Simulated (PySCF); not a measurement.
## Running PySCF for BN

File input.py (PySCF 2.14):

```python
from pyscf import gto, dft, solvent

mol = gto.M(
    atom='B 0 0 0; N 0 0 1.323',
    basis='aug-cc-pvdz',
    charge=0,
    spin=2,
    verbose=4,
)
mf = dft.ROKS(mol, xc='camb3lyp')
mf = solvent.PCM(mf)
mf.with_solvent.eps = 2.27
mf.kernel()
mf.analyze()
print('orbital energies (hartree):', mf.mo_energy[..., max(0, mol.nelec[1]-3):mol.nelec[0]+3].round(4))
```

```bash
$ OMP_NUM_THREADS=1 python input.py
```

Output (some set-up lines and the per-cycle HOMO/LUMO lines with their warnings removed):

```
PySCF version 2.14.0

[INPUT] verbose = 4
[INPUT] num. atoms = 2
[INPUT] num. electrons = 12
[INPUT] charge = 0
[INPUT] spin (= nelec alpha-beta = 2S) = 2
[INPUT] symmetry False subgroup None
[INPUT] Mole.unit = angstrom
[INPUT] Symbol           X                Y                Z      unit          X                Y                Z       unit  Magmom
[INPUT]  1 B      0.000000000000   0.000000000000   0.000000000000 AA    0.000000000000   0.000000000000   0.000000000000 Bohr   0.0
[INPUT]  2 N      0.000000000000   0.000000000000   1.323000000000 AA    0.000000000000   0.000000000000   2.500107662800 Bohr   0.0

nuclear repulsion = 13.9993971142857
number of shells = 16
number of NR pGTOs = 70
number of NR cGTOs = 46
basis = aug-cc-pvdz
ecp = {}

******** <class 'pyscf.solvent._attach_solvent.PCMROKS'> ********
method = PCMROKS
initial guess = minao
damping factor = 0
level_shift factor = 0
DIIS = <class 'pyscf.scf.diis.CDIIS'>
diis_start_cycle = 1
diis_space = 8
diis_damp = 0
SCF conv_tol = 1e-09
SCF conv_tol_grad = None
SCF max_cycles = 50
direct_scf = True
direct_scf_tol = 1e-13
num. doubly occ = 5  num. singly occ = 2
XC library pyscf.dft.libxc version 7.0.0
    S. Lehtola, C. Steigemann, M. J.T. Oliveira, and M. A.L. Marques.,  SoftwareX 7, 1–5 (2018)
XC functionals = camb3lyp
    T. Yanai, D. P. Tew, and N. C. Handy.,  Chem. Phys. Lett. 393, 51 (2004)
radial grids:
    Treutler-Ahlrichs [JCP 102, 346 (1995); DOI:10.1063/1.469408] (M4) radial grids

becke partition: Becke, JCP 88, 2547 (1988); DOI:10.1063/1.454033
pruning grids: <function nwchem_prune>
grids dens level: 3
symmetrized grids: False
atomic radii adjust function: <function treutler_atomic_radii_adjust>
small_rho_cutoff = 0
******** <class 'pyscf.solvent.pcm.PCM'> (In testing) ********

WARN: PCM is an experimental feature. It is still in testing.
Features and APIs may be changed in the future.

lebedev_order = 29 (302 grids per sphere)
eps = 2.27
frozen = False
Set gradient conv threshold to 3.16228e-05
tot grids = 27952
PCM E_diel = -7.63779986178236e-06
Solvent Energy = -7.63779986178236e-06
init E= -79.3689436972712
PCM E_diel = -0.00557420381663844
Solvent Energy = -0.00557420381663844
cycle= 1 E= -79.353104519632  delta_E= 0.0158  |g|= 0.21  |ddm|= 1.15
PCM E_diel = -0.000453267447117499
Solvent Energy = -0.000453267447117499
cycle= 2 E= -79.3306297811201  delta_E= 0.0225  |g|= 0.364  |ddm|= 0.388
PCM E_diel = -0.00299308142521489
Solvent Energy = -0.00299308142521489
cycle= 3 E= -79.3785818006768  delta_E= -0.048  |g|= 0.0627  |ddm|= 0.272
PCM E_diel = -0.00304982338061714
Solvent Energy = -0.00304982338061714
cycle= 4 E= -79.380467765497  delta_E= -0.00189  |g|= 0.0253  |ddm|= 0.0532
PCM E_diel = -0.00305748391773437
Solvent Energy = -0.00305748391773437
cycle= 5 E= -79.3812564655889  delta_E= -0.000789  |g|= 0.00467  |ddm|= 0.0576
PCM E_diel = -0.00304867894313882
Solvent Energy = -0.00304867894313882
cycle= 6 E= -79.3812875713605  delta_E= -3.11e-05  |g|= 0.001  |ddm|= 0.0134
PCM E_diel = -0.00306164359100467
Solvent Energy = -0.00306164359100467
cycle= 7 E= -79.3812881677542  delta_E= -5.96e-07  |g|= 0.000139  |ddm|= 0.00151
PCM E_diel = -0.00306237656018975
Solvent Energy = -0.00306237656018975
cycle= 8 E= -79.3812881804203  delta_E= -1.27e-08  |g|= 1.83e-05  |ddm|= 0.0002
PCM E_diel = -0.00306257326777545
Solvent Energy = -0.00306257326777545
cycle= 9 E= -79.381288180856  delta_E= -4.36e-10  |g|= 3.82e-06  |ddm|= 4.19e-05
PCM E_diel = -0.00306262649245017
Solvent Energy = -0.00306262649245017
Extra cycle  E= -79.3812881808879  delta_E= -3.19e-11  |g|= 1.93e-06  |ddm|= 1.22e-05
converged SCF energy = -79.3812881808879
**** SCF Summaries ****
Total Energy =                         -79.381288180887907
Nuclear Repulsion Energy =              13.999397114285713
One-electron Energy =                 -134.337401392904297
Two-electron Energy =                   40.959778724223135
Two-electron Coulomb Energy =           51.731743222965861
DFT Exchange-Correlation Energy =      -10.771964498742728
**** MO energy ****
                Roothaan           | alpha              | beta
MO #1   energy= -14.4519513519728  | -14.4596008212523  | -14.4443018826909  occ= 2
MO #2   energy= -6.9254530510095   | -6.93371047358982  | -6.91719562850485  occ= 2
MO #3   energy= -0.90142485032259  | -0.932712418314036 | -0.8701372853733   occ= 2
MO #4   energy= -0.451965098251705 | -0.474181478253736 | -0.429748469084328 occ= 2
MO #5   energy= -0.381598053669524 | -0.392690790333842 | -0.370505317005168 occ= 2
MO #6   energy= -0.285799110053659 | -0.434188393597698 | -0.137410224345418 occ= 1
MO #7   energy= -0.255481413668008 | -0.401599259460317 | -0.109363693030181 occ= 1
MO #8   energy= 0.0248189679508024 | 0.0185206220720451 | 0.0311173138340779 occ= 0
MO #9   energy= 0.0250536894306092 | 0.00977110048772946 | 0.0403364548134519 occ= 0
MO #10  energy= 0.0384863774773554 | 0.0375857148211502 | 0.0393870497121158 occ= 0
[36 lines left out]
 ** Mulliken pop on meta-lowdin orthogonal AOs  **
 ** Mulliken pop  **
pop of  0 B 1s            1.99969
pop of  0 B 2s            1.07403
pop of  0 B 3s            0.00723
pop of  0 B 4s            0.00049
pop of  0 B 2px           0.28135
pop of  0 B 2py           0.64036
pop of  0 B 2pz           0.70789
pop of  0 B 3px           0.00167
pop of  0 B 3py           0.00132
pop of  0 B 3pz           0.01973
pop of  0 B 4px           0.00001
pop of  0 B 4py           0.00001
[34 lines left out]
 ** Mulliken atomic charges  **
charge of    0B =      0.25370
charge of    1N =     -0.25370
Dipole moment(X, Y, Z, Debye):  0.00000,  0.00000, -2.60288
orbital energies (hartree): [-0.9014 -0.452  -0.3816 -0.2858 -0.2555  0.0248  0.0251  0.0385]
```

In short: E(SCF) = -79.381288 Eh, 9 cycles, μz(SCF) = -2.60 D.

Run time: 2.9 s on 1 thread of Arm Neoverse V2 (shared host), peak memory 0.18 GiB.

The bond length is a typed value, not an optimised one. No search for the lowest solution was made.
